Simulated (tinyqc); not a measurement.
Worked calculation: extended Hueckel theory, for H2S. One step of it, computed by the program tinyqc.

Task: Mulliken analysis. P = C n C^T; charge = valence electrons (H 1, S 6) minus the sum of (P S)_ii on the atom; overlap population = 2 sum P_ij S_ij between two atoms.

coefficients, order 1S 3s, 1S 3px, 1S 3py, 1S 3pz, 2H 1s, 3H 1s:
```
[[0.752721, 0.000000, -0.372907, 0.000000, 0.000000, 0.820746],
 [0.000000, 0.000000, 0.000000, 1.000000, 0.000000, 0.000000],
 [0.000000, 0.583354, 0.000000, 0.000000, 1.053930, 0.000000],
 [0.025592, 0.000000, 0.843916, 0.000000, 0.000000, 0.713848],
 [0.261228, 0.402630, 0.188117, 0.000000, -0.785140, -0.803840],
 [0.261228, -0.402630, 0.188117, 0.000000, 0.785140, -0.803840]]
```

occupations: [2.000000, 2.000000, 2.000000, 2.000000, 0.000000, 0.000000]

overlap S, order 1S 3s, 1S 3px, 1S 3py, 1S 3pz, 2H 1s, 3H 1s:
```
[[1.000000, 0.000000, 0.000000, 0.000000, 0.355612, 0.355612],
 [0.000000, 1.000000, 0.000000, 0.000000, 0.000000, 0.000000],
 [0.000000, 0.000000, 1.000000, 0.000000, 0.380581, -0.380581],
 [0.000000, 0.000000, 0.000000, 1.000000, 0.272330, 0.272330],
 [0.355612, 0.000000, 0.380581, 0.272330, 1.000000, 0.068102],
 [0.355612, 0.000000, -0.380581, 0.272330, 0.068102, 1.000000]]
```

Give: charges; Overlap populations.

Result:

charges: [-0.235, 0.118, 0.118]

Overlap populations:
```
pair      value
2-1    0.717688
3-1    0.717688
3-2   -0.015931
```
